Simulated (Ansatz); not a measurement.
## Basis-set limit of N$_{2}$H$_{3}$, quartet

```xyz
5

N    -1.0759   -0.0184   -0.0286
H    -1.3732    0.9495   -0.0286
H    -1.3732   -0.4207    0.8517
H     0.0211   -0.0184   -0.0286
N     1.2721   -0.0184   -0.0286
```

Connectivity, by distances: NH2 ··· N, 1 bridging H.

Ansatz 0.2.0, UHF determinant, valence electrons correlated. Energies in eV.

```tsv
set	X	functions	Hartree–Fock	MP2 correlation	CCSD(T) correlation	time
def2-TZVPP	3	104	-3008.4502	-9.4613	-10.5760	3.7 s on 1 × NVIDIA H100 80GB HBM3 with 1 thread of AMD EPYC 7R13 Processor (Zen 3) (shared host)
def2-QZVPP	4	204	-3008.5881	-10.1615	-11.2052	6 s on 1 × NVIDIA H100 80GB HBM3 with 1 thread of AMD EPYC 7R13 Processor (Zen 3) (shared host)
```

Hartree–Fock is taken to follow E(X) = E∞ + A·exp(−7.88·√X), correlation E(X) = E∞ + B·X^−2.97.

Cautions: lower spins were not checked.

Q: Work out the CCSD(T) energy at the limit, and how far the shortcut misses it that extrapolates MP2 and adds CCSD(T) minus MP2 from the smaller set.

A: Hartree–Fock: E∞ = E4 + 0.1377·(E4 − E3) = -3008.6070. Correlation: E∞ = E4 + 0.7407·(E4 − E3) = -11.6713 for CCSD(T) and -10.6801 for MP2. The limit is -3020.2783 eV, 0.485 eV below def2-QZVPP. The shortcut gives a correlation energy of -10.6801 + (-1.1148) = -11.7949, 124 meV lower than the direct value.
